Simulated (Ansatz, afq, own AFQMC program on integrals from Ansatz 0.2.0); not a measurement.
AFQMC on a folder of integrals that Ansatz 0.2.0 wrote.

```yaml
crystal:
  periodic: [false, false, false]
  atoms:
    - {symbol: Ge, position_ang: [0.000000, 0.000000, 0.000000]}
    - {symbol: Ge, position_ang: [0.000000, 0.000000, 1.965000]}
basis:
  gaussian: {orbitals: cc-pVDZ}
magnetization: {spin_polarized: false}
correlation: {method: ccsd_t, electrons: outside_noble_gas, hamiltonian_folder: ham}
```

```sh
$ ansatz run in.yaml --threads 1 --pin off --events-out ev --progress --plain --max-ram 1382MiB
```

Options of the walk:

```
--method phaseless --trial hf --walkers 340 --populations 1 --least-time 40 --time-step 0.005 --steps-per-block 20 --equilibration-blocks 112 --max-blocks 600 --target-error 0.00102 --factor-cut 1e-05 --seed 1114 --taylor-order 6
```

Times are imaginary, in 1/Eh. The walk had a cap of 513 s. Filled inner d shells are frozen with the cores.

Log:

```
orbitals 26  electrons 4 4  factors 202 of 661
reference energy -4150.52390928 Eh
CCSD correlation -0.18616642 Eh in 11 cycles, weight of the determinant in the CISD state 0.8202
energy of the start -4150.523909 Eh
 block  time / (1/Eh)  mean weight  energy / Eh
     1     0.100  1.0003  -4150.545567
     2     0.200  1.0010  -4150.563023
     3     0.300  1.0014  -4150.579709
     4     0.400  1.0004  -4150.596630
     5     0.500  1.0006  -4150.606768
    10     1.000  1.0008  -4150.652366
    86     8.600  1.0000  -4150.707022
   171    17.100  1.0009  -4150.708937
   205    20.500  0.9994  -4150.695801
   256    25.600  1.0001  -4150.714246
   341    34.100  1.0003  -4150.708309
   392    39.200  0.9993  -4150.747533
   426    42.600  1.0000  -4150.715159
   511    51.100  1.0006  -4150.711274
   596    59.600  0.9999  -4150.707369
   681    68.100  1.0000  -4150.730015
   698    69.800  0.9990  -4150.747432
blocks merged  error / Eh  count
     1  0.000621  600
     2  0.000835  300
     4  0.001114  150
     8  0.001418  75
    16  0.001752  37
    32  0.001879  18
    64  0.002123  9
energy -4150.718583 +/- 0.001879 Eh
(rows thinned)
```

The run passed its tests (sampling time, drift between the halves within three errors, error under three times the target), which doesn't prove that it has relaxed.

Against this walk (error 51.1 meV) on the same determinant: CCSD(T) 112.3 meV lower, CCSDT(Q) 177.3 meV lower, CCSDTQ 172.3 meV lower, a separate phaseless walk with a CISD trial and standard settings 120.2 ± 53.1 meV lower. The error is statistical and leaves out the bias of the constraint. CCSDTQ is the surest value here, so the walk's 172 meV above it is most likely the bias of the constraint with this trial, which can have either sign.

Cautions: constraint bias not in the error; error above the target (51.1 against 27.8 meV); no relativity below Rb; no spin-orbit coupling; inner d shell frozen; higher spins were not checked; restricted determinant unstable towards unrestricted (UHF 1.21 eV lower, ⟨S²⟩ 1.15); the search met a lower determinant of the same kind, perhaps of another symmetry (61 meV lower), and this one is a saddle point; raised T1 diagnostic (T1 0.024, weight of the determinant 0.82, largest double 0.15); (T) is large, 7 % of the CCSD correlation; CCSDTQ on the UHF determinant differs (169 meV lower), perhaps since the unrestricted series falls towards higher spin.

The walk took 4 min on 1 thread of Intel(R) Xeon(R) Platinum 8175M CPU @ 2.50GHz (Skylake/Cascade Lake) (shared host). The log's last line is the phaseless energy.

CCSDT and higher add their correlation energy to the determinant of the CCSD(T) run, since their own runs factorise the integrals more tightly (a shift of under 2 meV). A walk keeps the symmetry of its determinant, which the program's search chose and which needn't be the lowest solution, so a lower state of the same spin and another symmetry isn't excluded.
